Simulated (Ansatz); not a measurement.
Reaction (SMILES): ClCl (Cl2) → Cl2+ (doublet, bonded as ClCl) + e-
B3LYP-D3(BJ)/def2-TZVP geometries, fixed; electronic energies without zero-point terms.
Largest species:
```
Cl
Cl 1 2.0135
```
Charge 0, spin multiplicity 1.

Basis-set convergence of the adiabatic ionisation energy at CCSD(T) with Ansatz (an electronic-structure program). All functions are spherical. Cores are frozen. Open shells are unrestricted. No added dispersion term, no relativity. Functions are those of the species that has most. Reference: Hartree-Fock in aug-cc-pV(Q+d)Z plus the correlation part extrapolated as X^-3 from aug-cc-pV(T+d)Z and aug-cc-pV(Q+d)Z, 11.571 eV, itself unsure by roughly 0.031 eV (a third of the extrapolation step and of the last Hartree-Fock step). Deviations are taken from unrounded values.

```json
[
 {"basis": "pcseg-1", "functions": "36", "adiabatic ionisation energy (eV)": "11.319", "minus reference (eV)": "-0.252"},
 {"basis": "cc-pV(D+d)Z", "functions": "46", "adiabatic ionisation energy (eV)": "11.174", "minus reference (eV)": "-0.397"},
 {"basis": "def2-SVPD", "functions": "54", "adiabatic ionisation energy (eV)": "11.516", "minus reference (eV)": "-0.055"},
 {"basis": "pcseg-2", "functions": "68", "adiabatic ionisation energy (eV)": "11.279", "minus reference (eV)": "-0.292"},
 {"basis": "def2-TZVPP", "functions": "84", "adiabatic ionisation energy (eV)": "11.335", "minus reference (eV)": "-0.235"},
 {"basis": "def2-TZVPD", "functions": "92", "adiabatic ionisation energy (eV)": "11.372", "minus reference (eV)": "-0.198"},
 {"basis": "cc-pV(Q+d)Z", "functions": "128", "adiabatic ionisation energy (eV)": "11.467", "minus reference (eV)": "-0.104"},
 {"basis": "aug-pcseg-3", "functions": "178", "adiabatic ionisation energy (eV)": "11.466", "minus reference (eV)": "-0.105"},
 {"basis": "cc-pV(5+d)Z", "functions": "200", "adiabatic ionisation energy (eV)": "11.505", "minus reference (eV)": "-0.065"}
]
```
